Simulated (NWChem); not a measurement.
# SiH4S (sulfanylsilane): B1LYP/6-311+G(d,p)

Aim: the vertical electron affinity of SiH4S (sulfanylsilane) at B1LYP/6-311+G**, from 2 runs. 

The results are computed with NWChem 7.3.0.

5 further runs of the same task are left out: 5 set aside as unsound or not needed.

## 1. The system as given

SiH4S: 6 atoms, total charge 0, spin state singlet. SMILES: `[SiH3]S`. The shape is that of a PBE0-D4/def2-TZVP optimisation.

Bond lengths: Si1–S2 2.137 Å, Si1–H3 1.485 Å, Si1–H4 1.482 Å, Si1–H5 1.485 Å, S2–H6 1.344 Å. Angles: Si1–S2–H6 94.7°, S2–Si1–H3 111.6°, S2–Si1–H4 104.8°, S2–Si1–H5 111.6°, H3–Si1–H4 110.0°, H3–Si1–H5 108.8°, H4–Si1–H5 110.0°.

## 2. A single-point energy at B1LYP/6-311+G(d,p)

h4ssi.xyz

```xyz
6

Si    -0.169800    -0.263400    -0.436000
S      0.907300    -0.012600     1.392800
H     -1.629800    -0.074300    -0.241600
H      0.108600    -1.658300    -0.852500
H      0.299800     0.681200    -1.481100
H      0.526100     1.263300     1.572300
```

h4ssi.nw

```
start h4ssi
memory 2200 mb

geometry units angstrom noautosym nocenter noautoz
  load h4ssi.xyz
end

basis "ao basis" spherical bse
  * library 6-311+G**
end

dft
  xc becke88 0.75 lyp 1.0 hfexch 0.25
  mult 1
  grid fine
  mulliken
  print medium
end

task dft
```

Command:

```bash
$ nwchem h4ssi.nw > h4ssi.out
```

Output (excerpt; [...] marks lines left out):

```text
[...]
          Wavefunction type:  closed shell.
          No. of atoms     :     6
          No. of electrons :    34
[...]
          Charge           :     0
          Spin multiplicity:     1
[...]
          AO basis - number of functions:    84
[...]
              XC Information
              --------------
                     Hartree-Fock (Exact) Exchange  0.250
                    Becke 1988 Exchange Functional  0.750
              Lee-Yang-Parr Correlation Functional  1.000
[...]
 d= 0,ls=0.0,diis     1   -690.0711433298 -7.79D+02  6.97D-03  9.51D-01     1.3
[...]
 d= 0,ls=0.0,diis     7   -690.1077137506 -7.11D-08  3.34D-06  2.74D-08     6.8
         Total DFT energy =     -690.107713750573
      One electron energy =    -1131.297360163460
           Coulomb energy =      400.053379215134
    Exchange-Corr. energy =      -48.102373925774
 Nuclear repulsion energy =       89.238641123526
[...]
      Total Density - Mulliken Population Analysis
     ---------------------------------------------
    Atom       Charge   Shell Charges
 -----------   ------   -------------------------------------------------------
    1 Si  14    13.56   0.79  1.18  0.95  1.04  0.84  0.45  1.98  3.89  0.67  1.39  0.11  0.07  0.05  0.15
    2 S   16    16.16   0.77  1.19  0.93  1.06  1.10  0.85  1.86  4.02  1.06  2.62  0.83 -0.08 -0.11  0.04
    3 H    1     1.12   0.25  0.58  0.27  0.01
    4 H    1     1.11   0.25  0.58  0.27  0.01
    5 H    1     1.12   0.25  0.58  0.27  0.01
    6 H    1     0.94   0.25  0.53  0.13  0.03
[...]
```

Run time: 7.5 s. Hardware: 1 thread of AMD EPYC 7R43 (Zen 3), shared host; peak memory 0.1 GiB.

## 3. The doublet anion, same level

work.xyz

```xyz
6
H4SSi B1LYP
Si    -0.169800    -0.263400    -0.436000
S      0.907300    -0.012600     1.392800
H     -1.629800    -0.074300    -0.241600
H      0.108600    -1.658300    -0.852500
H      0.299800     0.681200    -1.481100
H      0.526100     1.263300     1.572300
```

run.py

```python
from ase.io import read
from ase.calculators.nwchem import NWChem

molecule = read('work.xyz')

calc = NWChem(
    label='work',
    theory='dft',
    memory='2200 mb',
    basis='6-311+G**',
    basispar='spherical bse',
    charge=-1,
    dft={'xc': 'becke88 0.75 lyp 1.0 hfexch 0.25', 'mult': '2', 'grid': 'fine', 'iterations': '150', 'mulliken': None},
    task='energy',
)
molecule.calc = calc

print(f"energy = {molecule.get_potential_energy():.6f} eV")
```

Command:

```bash
$ export ASE_NWCHEM_COMMAND="nwchem PREFIX.nwi > PREFIX.nwo"
$ python run.py
```

Output:

```text
energy = -18777.908896 eV
```

The calculator wrote work.nwi:

```
title "work"

permanent_dir work

scratch_dir work

start work

geometry units angstrom nocenter noautosym noautoz
  Si -1.6980000000000001e-01 -2.6340000000000002e-01 -4.3600000000000000e-01
  S  9.0730000000000000e-01 -1.2600000000000000e-02 1.3928000000000000e+00
  H  -1.6297999999999999e+00 -7.4300000000000005e-02 -2.4160000000000001e-01
  H  1.0860000000000000e-01 -1.6583000000000001e+00 -8.5250000000000004e-01
  H  2.9980000000000001e-01 6.8120000000000003e-01 -1.4811000000000001e+00
  H  5.2610000000000001e-01 1.2633000000000001e+00 1.5723000000000000e+00
end

charge -1

memory 2200 mb

basis spherical bse noprint
   * library 6-311+G**
end

dft
  xc becke88 0.75 lyp 1.0 hfexch 0.25
  mult 2
  grid fine
  iterations 150
  mulliken
end

task dft energy
```

work.nwo (excerpt; [...] marks lines left out):

```text
[...]
          Wavefunction type:  spin polarized.
          No. of atoms     :     6
          No. of electrons :    35
[...]
          Charge           :    -1
          Spin multiplicity:     2
[...]
          AO basis - number of functions:    84
[...]
              XC Information
              --------------
                     Hartree-Fock (Exact) Exchange  0.250
                    Becke 1988 Exchange Functional  0.750
              Lee-Yang-Parr Correlation Functional  1.000
[...]
 d= 0,ls=0.0,diis     1   -689.7909468100 -7.79D+02  4.44D-01  1.54D+00     1.8
[...]
 d= 0,ls=0.0,diis    17   -690.0754294329 -1.40D-10  4.44D-06  2.22D-12    23.0
[...]
         Total DFT energy =     -690.075429432863
      One electron energy =    -1136.738123851866
           Coulomb energy =      405.632956514241
    Exchange-Corr. energy =      -48.208903218765
 Nuclear repulsion energy =       89.238641123526
[...]
      Total Density - Mulliken Population Analysis
     ---------------------------------------------
    Atom       Charge   Shell Charges
 -----------   ------   -------------------------------------------------------
    1 Si  14    15.59   0.79  1.18  0.95  1.04  0.83  0.43  1.98  3.89  0.66  1.39  0.12  0.64  1.53  0.16
    2 S   16    14.92   0.78  1.19  0.93  1.06  1.12  0.81  1.86  4.02  1.05  2.61  0.81 -1.66  0.30  0.04
    3 H    1     1.14   0.25  0.58  0.29  0.01
    4 H    1     1.15   0.25  0.58  0.30  0.01
    5 H    1     1.14   0.25  0.58  0.29  0.01
    6 H    1     1.07   0.24  0.51  0.28  0.04
[...]
      <S2> =      0.7504 (Exact =     0.7500)
[...]
```

Wall time 24 s (1 thread of AMD EPYC 7R43 (Zen 3), shared host); peak memory 0.11 GiB.

## 4. Summary of results

Level: B1LYP/6-311+G**.

```
                                         quantity          value
                      singlet SiH4S: total energy  -690.10771 Eh
                     singlet SiH4S: dipole moment         1.36 D
                       singlet SiH4S: HOMO energy       -7.35 eV
                       singlet SiH4S: LUMO energy       -0.35 eV
                     singlet SiH4S: HOMO–LUMO gap        7.00 eV
                      doublet anion: total energy  -690.07543 Eh
doublet anion: HOMO energy (highest over α and β)        2.06 eV
 doublet anion: LUMO energy (lowest over α and β)        3.22 eV
                              doublet anion: ⟨S²⟩          0.750
vertical electron affinity (to the doublet anion)      -0.879 eV
```

**Reading.** The anion lies 0.88 eV (84.8 kJ/mol) above the neutral: the electron isn't bound at this level, and such a value depends on the basis. The HOMO (doublet anion) lies at positive energy, 2.06 eV; only total energies tell whether the electron is bound.
